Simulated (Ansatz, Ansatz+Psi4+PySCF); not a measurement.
```xyz
5

C     0.0393   -0.0309   -0.0016
F     0.7939    0.7959    0.7572
F     0.7448   -0.7668   -0.7124
F    -0.7321    0.7442   -0.7985
F    -0.7794   -0.7377    0.8000
```

Basis set: cc-pVTZ (spherical functions). Frozen core: 5 orbitals. Charge 0, multiplicity 1.

Computed with Ansatz (development build ahead of 0.2.0); each method stands on the lowest determinant of its kind that the runs found. Restricted open shells among the atoms or ions are ROHF, correlated in semicanonical orbitals with singles.

**Question.** Give the atomization energy at this shape (free ground-state atoms in the same class of orbitals less the molecule, no zero-point energy) of singlet CF₄ by RHF-MP2, RHF.

**Answer.**

```
 method  atomization energy
RHF-MP2            21.18 eV
    RHF            14.06 eV
```

Caution: the shape is not the minimum.
